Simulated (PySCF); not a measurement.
**Reproducing measurements on C3H6**

**Measured values to compare with.**

From NIST CCCBDB Release 22 (SRD 101), experimental dipoles, for the gas: dipole moment (microwave Stark effect, vibrational ground state) 0.363 D.

How close the calculation comes is told at the end.

Compound: C3H6.
Atom-mapped SMILES: `[CH2:1]=[CH:2][CH3:3]` (hydrogens: H4, H5 on C1; H6 on C2; H7, H8, H9 on C3)

Structure used (PBE0-D3(BJ)/def2-SVP), in Å, numbered top down from 1:
```
atom  x, y, z in Å
C1     1.2923    0.1250   -0.2685
C2     0.2261   -0.0873    0.5041
C3    -1.1961   -0.0088    0.0579
H4     1.1869    0.3805   -1.3283
H5     2.3089    0.0517    0.1264
H6     0.3873   -0.3412    1.5600
H7    -1.7481    0.7593    0.6255
H8    -1.2744    0.2339   -1.0122
H9    -1.7212   -0.9626    0.2340
```

Runs made with PySCF (gas phase, on this PBE0-D3(BJ)/def2-SVP geometry; no spin–orbit coupling):

```csv
level,job,basis functions,wall time
"PBE0-D3(BJ)/def2-SVP, grid level 1",geometry optimisation from a GFN2-xTB start shaken at random,72,9.9 s
```

Hardware: one thread of an Intel Xeon Platinum 8375C at 2.90 GHz (shared host).

Results beside the measurements:

**Dipole moment.** Measured: 0.363 D (NIST CCCBDB Release 22 (SRD 101), experimental dipoles).

| level | computed (D) | computed − measured (D) | % (from the printed values) |
| --- | --- | --- | --- |
| PBE0-D3(BJ)/def2-SVP | 0.420 | +0.057 | +16 |

The computed dipoles belong to one fixed geometry; measured ones are averaged over vibrations unless marked μe. Magnitudes are compared, not signs.

No measured geometry was used, and the causes of the misses weren't examined.
